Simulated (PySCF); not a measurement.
Molecule: SMILES CC(C)(C)C#N, C$_{5}$H$_{9}$N.

Mapped SMILES: `[CH3:1][C:2]([CH3:3])([CH3:4])[C:5]#[N:6]`. Hydrogens are named by the atom that carries them.

Geometry PBE0-D3(BJ)/def2-SVP throughout; GIAO in PySCF 2.14.0 with density-fitted response routines, gas phase, one conformer, non-relativistic; equivalent atoms averaged; basis pcSseg-1.

For orientation, KT3 gives these absolute shieldings σ: C5 65.5, C1/C3/C4 152.3, C2 152.2, N6 -9.5, H(C1)/H(C3)/H(C4) 30.05 ppm.

A run gave: C5 46.7, C1/C3/C4 142.4, C2 139.9, N6 -36.1, H(C1)/H(C3)/H(C4) 30.31 ppm (absolute shieldings σ).

Which functional was used in that run?
A. WP04
B. B97-D
C. LDA
D. PBE
E. PBE0

Answers

A. C2 tells them apart best: WP04 gives 139.9, PBE0 gives 156.9, B97-D gives 149.4, PBE gives 150.1, LDA gives 150.6 ppm.
